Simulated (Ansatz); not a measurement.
**Solid iodine**

These are LDA (plane waves, PAW; Ansatz, an electronic-structure program) values and carry that method's errors.

Settings: plane-wave cutoff 520 eV, 8×8×4 k mesh (along the axes of the cell as run), Fermi–Dirac smearing 0.01 eV, scalar-relativistic PAW data made under PBE.

Cell (relaxed at this level):

```
I
1.0
    2.15858    -3.57711     0.00000
    2.15858     3.57711     0.00000
    0.00000     0.00000     9.53608
I
4
Cartesian
  3.54467   0.00000   8.36246
  2.93108   0.00000   3.59442
  1.38609   0.00000   5.94165
  0.77250   0.00000   1.17362
```

| Item | Value |
|---|---|
| bulk modulus | 15.3 GPa |
| band gap | 0.68 eV |
| smallest direct gap on the k points sampled | 1.06 eV |
| direct gap at Γ | 1.12 eV |

Note: the bulk modulus comes from volumes at which shape and atoms were relaxed.

Spin–orbit coupling is not included; with these elements it can move the gap by several tenths of an eV or more.

The result took very roughly 13 core-minutes.
